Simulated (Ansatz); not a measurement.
Saddle point of BSiH6F, closed shell (BH₂F ([BH2][F]) + SiH₄ → BSiH₅ ([BH2][SiH3]) + HF; bonds formed: B1–Si6, F2–H5; bonds broken: B1–F2, H5–Si6), PBE0-D4/def2-TZVP structure:

| atom | x (Å) | y (Å) | z (Å) |
| --- | --- | --- | --- |
| B1 | -0.1330 | -0.2501 | -1.0296 |
| F2 | -1.4803 | -1.1755 | -0.7751 |
| H3 | 0.7406 | -0.9712 | -1.4022 |
| H4 | -0.4621 | 0.7094 | -1.6565 |
| H5 | -0.9846 | -0.6915 | 0.0783 |
| Si6 | 0.3992 | 0.4229 | 0.9131 |
| H7 | 0.8796 | -0.5872 | 1.8929 |
| H8 | -0.5220 | 1.3645 | 1.6030 |
| H9 | 1.5624 | 1.1786 | 0.3761 |

Energies are electronic, without zero-point energy. Barriers and step energies count from the start structure reached by relaxing down the imaginary mode; all methods use the PBE0-D4 structures, on which another method's saddle can fall below an end. Ansatz 0.2.0; basis: def2-TZVPP, with def2-QZVPP for the basis limit; cores frozen in the correlated methods. B3LYP uses VWN-RPA correlation. Extrapolation: Hartree–Fock as exp(−7.88 √X), correlation as X^−2.97.

| method | barrier (eV) | step energy (eV) |
| --- | --- | --- |
| SPW92 | 1.421 | 1.172 |
| PBE-D4 | 1.755 | 1.371 |
| BLYP-D4 | 2.136 | 1.614 |
| r2SCAN-D4 | 1.980 | 1.513 |
| B97M-V | 2.184 | 1.546 |
| PBE0-D4 | 1.975 | 1.448 |
| B3LYP-D4 | 2.276 | 1.655 |
| r2SCAN0-D4 | ? | 1.555 |
| BHLYP-D4 | 2.556 | 1.755 |
| CAM-B3LYP-D4 | ? | 1.667 |
| wB97X-V | 2.221 | 1.588 |
| wB97M-V | 2.227 | 1.593 |
| B2PLYP | 2.337 | 1.693 |
| PBE-QIDH | 2.182 | 1.556 |
| RPA on PBE | 2.322 | 1.665 |
| HF | 3.253 | 2.102 |
| MP2 | ? | 1.652 |
| CCSD | 2.459 | 1.686 |
| CCSD(T) | 2.317 | 1.626 |

(1) Fill in the withheld barriers. (An estimate is asked for; the value comes from the calculation.)

T1 diagnostic: at most 0.014. The start structure is not quite a true minimum (one mode of 46i cm⁻¹).

Results:

(1) The calculation gives: r2SCAN0-D4 2.130; CAM-B3LYP-D4 2.311; MP2 2.279 eV. Each is the energy of the saddle less that of the start structure, by the same method.

For comparison, the barrier by CCSD(T) at an estimated basis limit (MP2 extrapolated from triple and quadruple zeta, plus CCSD(T) − MP2 in triple zeta) is 2.292 eV.

Labels in which every atom is bracketed show which atoms are joined, not bond orders.

For scale, one of the runs: CCSD(T)/def2-TZVPP, 188 basis functions, launched by `ansatz run in.yaml --threads 2 --pin off --events-out ev --progress --plain --max-ram 4352MiB`. The run took 46 s on 2 CPU threads of an Arm Neoverse V1 (shared host), with 2 GiB of host memory at its peak.
